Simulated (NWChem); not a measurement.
## Polarisability of chloromethane (CH3Cl)

SMILES: ClC
```xyz
5

C     -0.0568    -1.1279     0.0000
Cl     0.0333     0.6610     0.0000
H     -0.5967    -1.4635     0.9046
H     -0.5967    -1.4635    -0.9046
H      0.9682    -1.5423     0.0000
```
Charge 0, spin multiplicity 1.

Everything below was run with NWChem. The geometry was optimised at PBE/def2-SVP, a minimum by its harmonic frequencies.

Basis set: 6-31G*. The field's frequency is 0.0773 Ha (589 nm). This basis has no diffuse functions, which lowers polarisabilities.

The correlated methods keep 6 core orbitals frozen. B3LYP has NWChem's definition, with VWN1-RPA local correlation. The Pople sets run with spherical d functions. Coupled-cluster values serve here as a point of comparison, not as the truth.

```tsv
method	isotropic polarisability (bohr³)
LDA (SVWN5)	20.92
PBE	___
HF	20.69
CCSD linear response	20.37
B3LYP	___
```

**Question.** What belongs in the gaps?

**Answer.** 
- PBE, isotropic polarisability (bohr³): 20.83
- B3LYP, isotropic polarisability (bohr³): 20.71
